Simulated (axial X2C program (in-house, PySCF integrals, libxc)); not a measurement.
**Bond lengths and stretching modes, held linear, of CBO**

Computed with an in-house all-electron X2C program for linear molecules (integrals from PySCF): two-component X2C with atomic mean-field Coulomb and Gaunt terms, Gaussian nuclei, basis C dyall-v3z, B dyall-v3z, O dyall-av3z with contracted cores. Spin-free rows use the one-electron spin-free X2C Hamiltonian.

Masses C 12.000, B 11.009, O 15.995 u. States: 2c Ω = 3/2 (beyond evenly filled blocks: ω = 3/2); spin-free M_S = 3/2, Λ = 0 (beyond evenly filled blocks: σα, π+α, π-α).

PBE0, spin-free: energies above the lowest point

```tsv
r(C–B) (Å)	r(B–O) (Å)	E (meV)
1.4313	1.1807	67.58
1.4313	1.2110	21.91
1.4313	1.2413	53.56
1.4680	1.1807	40.82
1.4680	1.2110	0.00
1.4680	1.2413	36.63
1.4680	1.2716	136.86
1.5047	1.1807	57.02
1.5047	1.2110	20.55
1.5047	1.2413	61.63
1.5414	1.2110	76.23
1.5414	1.2716	230.06
```

Question: Fit a quadratic surface with cubic terms in each bond: where is the minimum, and what are the two stretching wavenumbers?

Answer: At PBE0, spin-free: bonds 1.467 and 1.211 Å; harmonic stretches 963.1 and 1968.9 cm⁻¹; force constants 5.05, 13.5 and coupling 0.64 mdyn/Å.

The other levels and Hamiltonians give:

```
Hamiltonian   level  r(C–B) (Å)  r(B–O) (Å)  lower stretch (cm⁻¹)  upper stretch (cm⁻¹)
         2c    PBE0       1.468       1.211                 963.1                1969.0
         2c      HF       1.485       1.187                 986.6                2122.5
         2c  r2SCAN       1.464       1.217                 961.7                1934.6
         2c     MP2       1.486       1.220                 947.0                1993.4
  spin-free      HF       1.485       1.187                 986.6                2122.4
  spin-free  r2SCAN       1.464       1.217                 961.7                1934.5
  spin-free     MP2       1.486       1.220                 947.0                1993.4
```

Each state is one determinant, the lowest of a limited PBE0 search; the stretches come from a fit to these few points and carry an uncertainty of a few per cent. Other orders of the atoms were not compared. MP2 freezes inner shells (threshold -2 hartree). The molecule was held linear; bending was not examined, so a bent shape may lie lower. Note: several unpaired electrons, one determinant need not be a pure state.
